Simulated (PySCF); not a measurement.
Species: C₄H₆.
SMILES with atom numbers: `[CH2:1]=[CH:2][CH:3]=[CH2:4]` (hydrogens: H5, H6 on C1; H7 on C2; H8 on C3; H9, H10 on C4)

Computed by this run: PySCF 2.14.0, PBE0-D3(BJ)/def2-SVP geometry optimisation, gas phase; density fitting, grid level 1; the optimiser is geomeTRIC in internal coordinates, started from a GFN2-xTB structure with every atom displaced at random (about 0.01 Å).

Step 0: E = -4236.2567 eV
```
atom  x, y, z in Å  |  force x, y, z in eV/Å
C1      1.7205    0.1815   -0.6495   -2.071   0.982  -0.813
C2      0.6849   -0.1895    0.1135    0.181   0.078  -0.301
C3     -0.7081    0.1841   -0.1280    3.181   0.406  -1.114
C4     -1.6650   -0.2042    0.6452   -3.599  -0.557   1.572
H5      1.5384    0.8312   -1.5237    0.116  -0.191   0.182
H6      2.7132   -0.0798   -0.4587    1.812  -0.603   0.459
H7      0.8822   -0.8201    0.9747   -0.029  -0.245   0.366
H8     -0.8545    0.8258   -0.9828   -0.352   0.344  -0.475
H9     -2.7173    0.0900    0.4695    0.405  -0.044  -0.038
H10    -1.5439   -0.8400    1.5186    0.356  -0.170   0.161
```

**Question.** Estimate the geometry and energy of step 1. (The exact step hangs on the optimiser's Hessian estimate; all steps are aligned on step 0, rigid shifts and turns removed.)

**Answer.** E = -4236.4231 eV, largest force 0.660 eV/Å
```
atom  x, y, z in Å  |  force x, y, z in eV/Å
C1      1.7141    0.2049   -0.6684    0.585  -0.173   0.120
C2      0.6988   -0.1921    0.1076   -0.039  -0.043   0.111
C3     -0.6858    0.1773   -0.1165   -0.497  -0.070   0.266
C4     -1.7155   -0.2077    0.6647    0.545   0.126  -0.349
H5      1.5564    0.8364   -1.5452   -0.047   0.061  -0.058
H6      2.7552   -0.0922   -0.4480   -0.392   0.103  -0.101
H7      0.8982   -0.8288    0.9800    0.015   0.026  -0.049
H8     -0.8846    0.8260   -0.9780   -0.001  -0.011  -0.022
H9     -2.7352    0.1057    0.4509   -0.152   0.032  -0.004
H10    -1.5512   -0.8504    1.5318   -0.018  -0.050   0.085
```

The energy changes by -0.1664 eV. The first-order estimate −F·Δx gives -0.4171 eV and the mean of the old and new forces, exact on a quadratic surface, -0.1751 eV. The step makes an angle of 48° with the force vector and moves no atom by more than 0.054 Å.

The cost below is that of the whole optimisation. On one thread of an Arm Neoverse N1 (shared host), this took 21 s of wall time and 0.35 GiB of memory at its peak.
